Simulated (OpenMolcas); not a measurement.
# One shape, several levels: triplet C2H3ClO

Wanted: a comparison of 6 runs (UHF/cc-pVDZ, UBHLYP/cc-pVDZ, UPBE0/cc-pVDZ, USVWN5/cc-pVDZ, UTPSS/cc-pVDZ, ROMP2/cc-pVDZ) of triplet C2H3ClO. 

The results are computed with OpenMolcas 26.06.

**1. The molecule**

The species is C2H3ClO (7 atoms), meant as a triplet with charge 0. As SMILES of the parent species, `CC(=O)Cl`. Geometry: relaxed at PBE0-D4/def2-TZVP. That shape belongs to the parent species and isn't relaxed for this state.

Bond lengths: C1–C2 1.491 Å, C2–O3 1.179 Å, C2–Cl4 1.794 Å, C1–H5 1.089 Å, C1–H6 1.091 Å, C1–H7 1.091 Å. Angles: C1–C2–O3 127.8°, C1–C2–Cl4 111.8°, O3–C2–Cl4 120.4°, C2–C1–H5 109.4°, C2–C1–H6 109.4°, C2–C1–H7 109.4°, H5–C1–H6 110.6°, H5–C1–H7 110.6°, H6–C1–H7 107.3°.

**2. A single-point energy at UHF/cc-pVDZ (run 1)**

File test.input:

```
>>> EXPORT MOLCAS_PRINT=2

&GATEWAY
  BASLIB=$CurrDir
  BASISSET
  C.cc-pVDZ....
  C1 0.144710 0.666770 0.108700 angstrom
  C2 0.017280 -0.815930 0.021550 angstrom
  End of Basis
  BASISSET
  O.cc-pVDZ....
  O3 0.681540 -1.630880 0.555040 angstrom
  End of Basis
  BASISSET
  Cl.cc-pVDZ....
  Cl4 -1.337090 -1.306820 -1.047030 angstrom
  End of Basis
  BASISSET
  H.cc-pVDZ....
  H5 0.973300 0.921250 0.767410 angstrom
  H6 -0.788440 1.089970 0.484050 angstrom
  H7 0.308710 1.075650 -0.889730 angstrom
  End of Basis

&SEWARD

&SCF
  UHF
  SPIN=3
  THRESHOLDS=1e-10 1e-07 1e-07 1e-05
  PRORBITALS=0
```

The basis set cc-pVDZ is read from a file made from the Basis Set Exchange's data (not shown).

Run with:

```
$ export MOLCAS_MEM=1860
$ pymolcas test.input > test.log
```

The program printed:

```text
--- Start Module: gateway ---
[...]
--- Stop Module: gateway /rc=_RC_ALL_IS_WELL_ ---
--- Start Module: seward ---
[...]
      Basis functions           75
--- Stop Module: seward /rc=_RC_ALL_IS_WELL_ ---
[...]
--- Start Module: scf ---
[...]
       Convergence after  40 Iterations
[...]
::    Total SCF energy                               -611.7231663950
[...]
      Total spin, S                                     1.0067550455
[...]
      Total electronic charge=   40.000000
      Total            charge=   -0.000000
[...]
      Dipole Moment (debye):
      Origin of the operator (angstrom)=   -0.4285   -0.9035   -0.3309
                   X=  6.8438E-01               Y=  1.6004E+00               Z=  5.2738E-01           Total=  1.8187E+00
      Quadrupole Moment (debye*angstrom):
[...]
--- Stop Module: scf /rc=_RC_ALL_IS_WELL_ ---
[...]
```

Run time: 7.8 s. Hardware: 1 thread of Arm Neoverse V2, shared host; peak memory 0.43 GiB.

**3. The energy at UBHLYP/cc-pVDZ (run 2)**

File input.xyz:

```xyz
7

C      0.144710     0.666770     0.108700
C      0.017280    -0.815930     0.021550
O      0.681540    -1.630880     0.555040
Cl    -1.337090    -1.306820    -1.047030
H      0.973300     0.921250     0.767410
H     -0.788440     1.089970     0.484050
H      0.308710     1.075650    -0.889730
```

File mol.inp:

```
>>> EXPORT MOLCAS_PRINT=2

&GATEWAY
  BasLib=$CurrDir
  Coord=input.xyz
  Basis=cc-pVDZ
  Group=NoSym

&SEWARD
  GridInput
  Grid=UltraFine
  End of Grid

&SCF
  UHF
  Spin=3
  KSDFT=HYB_GGA_XC_BHANDHLYP
  Thresholds=1e-10 1e-07 1e-07 1e-05
  PrOrbitals=0
```

The basis set cc-pVDZ is read from a file made from the Basis Set Exchange's data (not shown).

Run with:

```
$ export MOLCAS_MEM=1860
$ pymolcas mol.inp > mol.log
```

The program printed:

```text
--- Start Module: gateway ---
[...]
--- Stop Module: gateway /rc=_RC_ALL_IS_WELL_ ---
--- Start Module: seward ---
[...]
      Basis functions           75
--- Stop Module: seward /rc=_RC_ALL_IS_WELL_ ---
[...]
--- Start Module: scf ---
[...]
       Convergence after  23 Iterations
[...]
::    Total KS-DFT energy                            -613.2064358009
[...]
      Total spin, S                                     1.0039720957
[...]
      Total electronic charge=   40.000000
      Total            charge=   -0.000000
[...]
      Dipole Moment (debye):
      Origin of the operator (angstrom)=   -0.4285   -0.9035   -0.3309
                   X=  4.2061E-01               Y=  1.6085E+00               Z=  3.1823E-01           Total=  1.6928E+00
      Quadrupole Moment (debye*angstrom):
[...]
--- Stop Module: scf /rc=_RC_ALL_IS_WELL_ ---
[...]
```

Run time: 44 s. Hardware: 1 thread of Arm Neoverse V2, shared host; peak memory 0.43 GiB.

Runs 3 to 5 aren't shown in full; the table further down has their settings and results.

**4. The energy at ROMP2/cc-pVDZ (run 6)**

File job.input:

```
&gateway
baslib = $CurrDir
coord
7
angstrom
C        0.144710       0.666770       0.108700
C        0.017280      -0.815930       0.021550
O        0.681540      -1.630880       0.555040
Cl      -1.337090      -1.306820      -1.047030
H        0.973300       0.921250       0.767410
H       -0.788440       1.089970       0.484050
H        0.308710       1.075650      -0.889730
basis = cc-pVDZ
group = NoSym
&seward
&scf
uhf
spin = 3
thresholds = 1e-10 1e-07 1e-07 1e-05
prorbitals = 1 2
&rasscf
fileorb = $Project.UnaOrb
spin = 3
nactel = 2 0 0
inactive = 19
ras2 = 2
outorbitals = Canonical
orblisting = Nothing
&caspt2
ipea = 0.0
frozen = 8
```

The basis set cc-pVDZ is read from a file made from the Basis Set Exchange's data (not shown).

Run with:

```
$ export MOLCAS_MEM=1860
$ pymolcas job.input > job.log
```

The program printed:

```text
--- Start Module: gateway ---
[...]
--- Stop Module: gateway /rc=_RC_ALL_IS_WELL_ ---
[...]
      Basis functions           75
[...]
       Convergence after  41 Iterations
[...]
::    Total SCF energy                               -611.7231663950
[...]
      Total spin, S                                     1.0067550453
[...]
--- Start Module: rasscf ---
[...]
      Number of active orbitals                  2
[...]
      Spin quantum number                      1.0
[...]
      Active orbitals                            2
[...]
      Number of CSFs                             1
[...]
      Number of root(s) required                 1
[...]
      Convergence after 11 iterations
[...]
      printout of CI-coefficients larger than  0.05 for root  1
      energy=    -611.713249
      conf/sym  11     Coeff  Weight
             1  uu   1.00000 1.00000
      Natural orbitals and occupation numbers for root  1
      sym 1:   1.000000   1.000000
      ************************************************************************************************************************
      *                                                    Final results                                                     *
[...]
::    RASSCF root number  1 Total energy:   -611.71324944
[...]
      Total electronic charge=   40.000000
      Total            charge=   -0.000000
[...]
      Dipole Moment (debye):
      Origin of the operator (angstrom)=   -0.4285   -0.9035   -0.3309
                   X=  6.9262E-01               Y=  1.5794E+00               Z=  5.3410E-01           Total=  1.8054E+00
      Quadrupole Moment (debye*angstrom):
[...]
--- Stop Module: rasscf /rc=_RC_ALL_IS_WELL_ ---
[...]
--- Start Module: caspt2 ---
[...]
 ###    WARNING: User changed nr of frozen orbitals.                         ###
 ###############################################################################
[...]
      E2 (Variational):          -0.5596509435
      Total energy:            -612.2729003860
[...]
      Reference weight:           0.83813
[...]
::    CASPT2 Root  1     Total energy:   -612.27290039
[...]
--- Stop Module: caspt2 /rc=_RC_ALL_IS_WELL_ ---
[...]
```

It took 12 s on 1 thread of Arm Neoverse V2, shared host; peak memory 0.43 GiB.

**5. All runs side by side**

| run | level | integration grid | frozen core orbitals | energy (Eh) | dipole moment (D) | HOMO energy (eV) | ⟨S²⟩ | wall time |
| --- | --- | --- | --- | --- | --- | --- | --- | --- |
| 1 | UHF/cc-pVDZ | – | – | -611.723166 | 1.82 | -7.58 | 2.020 | 7.8 s |
| 2 | UBHLYP/cc-pVDZ | UltraFine | – | -613.206436 | 1.69 | -5.09 | 2.012 | 44 s |
| 3 | UPBE0/cc-pVDZ | UltraFine | – | -612.967734 | 1.69 | -3.67 | 2.008 | 40 s |
| 4 | USVWN5/cc-pVDZ | UltraFine | – | -610.535393 | 1.72 | -2.08 | 2.002 | 30 s |
| 5 | UTPSS/cc-pVDZ | UltraFine | – | -613.336406 | 1.68 | -2.28 | 2.005 | 84 s |
| 6 | ROMP2/cc-pVDZ | – | 8 | -612.272900 | – | – | – | 12 s |

**6. Summary of results**

```
           quantity          value
run 6: total energy  -612.27290 Eh
```

In words: Over runs 1, 2, 3, 4, 5 the dipole moment (its size) runs from 1.68 D (UTPSS/cc-pVDZ) to 1.82 D (UHF/cc-pVDZ). Totals of different functionals can't be ranked against each other. All runs together took 3.6 min, the longest 84 s.
